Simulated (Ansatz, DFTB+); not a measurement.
P2H4: methods side by side

P2H4 has 6 atoms, charge 0, and is taken as a singlet. Geometry: relaxed at GFN2-xTB.

```tsv
atom	x (Å)	y (Å)	z (Å)
P	-0.2831	-0.1749	-1.0253
P	0.2836	0.1730	1.0229
H	-1.6380	0.0643	-0.7862
H	-0.4417	-1.5496	-0.8459
H	1.6393	-0.0621	0.7896
H	0.4401	1.5493	0.8448
```

Each level gives the electronic atomisation energy (eV). The values are calculated. Electronic energies at fixed atoms, without zero-point motion or spin-orbit coupling.

```json
{"level": "DFTB2-D4", "kind": "semi-empirical", "program": "DFTB+", "value (eV)": "15.93", "less FCI/STO-3G": "-1.54"}
{"level": "BLYP/STO-3G", "kind": "GGA", "program": "Ansatz", "value (eV)": "21.50", "less FCI/STO-3G": "+4.03"}
{"level": "r2SCAN/STO-3G", "kind": "meta-GGA", "program": "Ansatz", "value (eV)": "20.84", "less FCI/STO-3G": "+3.37"}
{"level": "r2SCAN0/STO-3G", "kind": "hybrid meta-GGA", "program": "Ansatz", "value (eV)": "20.33", "less FCI/STO-3G": "+2.86"}
{"level": "HSE06/STO-3G", "kind": "range-separated hybrid", "program": "Ansatz", "value (eV)": "20.81", "less FCI/STO-3G": "+3.34"}
{"level": "B2PLYP/STO-3G", "kind": "double hybrid", "program": "Ansatz", "value (eV)": "19.67", "less FCI/STO-3G": "+2.20"}
{"level": "RPA@PBE/STO-3G", "kind": "RPA", "program": "Ansatz", "value (eV)": "18.01", "less FCI/STO-3G": "+0.54"}
{"level": "MP2/STO-3G", "kind": "perturbation theory", "program": "Ansatz", "value (eV)": "16.57", "less FCI/STO-3G": "-0.90"}
{"level": "CCSD/STO-3G", "kind": "coupled cluster or CI", "program": "Ansatz", "value (eV)": "17.45", "less FCI/STO-3G": "-0.02"}
{"level": "FCI/STO-3G", "kind": "exact in the basis", "program": "Ansatz", "value (eV)": "17.47", "less FCI/STO-3G": "0.00"}
```

FCI/STO-3G is exact within its basis and frozen core, so for wave-function methods in that basis the difference is their error; functionals converge differently with the basis, so for them it is only a difference. The values span 15.93 to 21.50 eV. All rows use very small basis sets, so none should be taken for the real molecule's value.
